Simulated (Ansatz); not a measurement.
# Two structures, one formula

Two relaxed structures of CH3BS, singlet (PBE0-D4/def2-TZVP; forces vanish, vibrations not checked).

A:

```
atom    x (Å)    y (Å)    z (Å)
  B1   0.1547   0.0047   0.9021
  C2  -0.8595   0.0441  -0.0278
  S3   0.5991   0.5935  -0.9174
  H4   1.0773  -0.5285  -1.5288
  H5  -1.8423  -0.0089  -0.4568
  H6   0.8017  -0.1058   1.8797
```

B:

```
6
angstrom
B 0.3894 -0.0505 -1.0724
C -0.5446 0.0280 -0.0583
S -0.3772 0.0624 1.6898
H 1.1613 -0.1160 -1.9544
H -1.5905 0.0802 -0.3593
H 0.9615 -0.0041 1.7545
```

Ansatz 0.2.0; basis: def2-TZVPP; cores frozen in the correlated methods. B3LYP uses VWN-RPA correlation.

Question: Which structure is lower at CCSD(T), and by how much? (To be estimated.)

Answer: By the calculation: A, by 11.78 kcal/mol (electronic energy, against the other). By their contacts, A is CH₃BS ([BH]1[CH][SH]1) and B is CH₃BS ([BH][CH][SH]).

All methods give the same order:

```csv
method,E(B) − E(A) (kcal/mol)
PBE-D4,14.50
r2SCAN-D4,13.68
PBE0-D4,14.04
B3LYP-D4,9.93
wB97M-V,12.28
HF,4.70
MP2,14.44
CCSD,10.31
CCSD(T),11.78
```

The T1 diagnostic stays at or below 0.014.

Labels in which every atom is bracketed show which atoms are joined, not bond orders.

For scale, one of the runs: CCSD(T)/def2-TZVPP, 146 basis functions, launched by `ansatz run in.yaml --threads 2 --pin off --events-out ev --progress --plain --max-ram 4352MiB`. Time: 8.5 s of wall clock on 2 CPU threads of an Intel Xeon Platinum 8259CL; the host was shared. Peak host memory: 0.87 GiB.
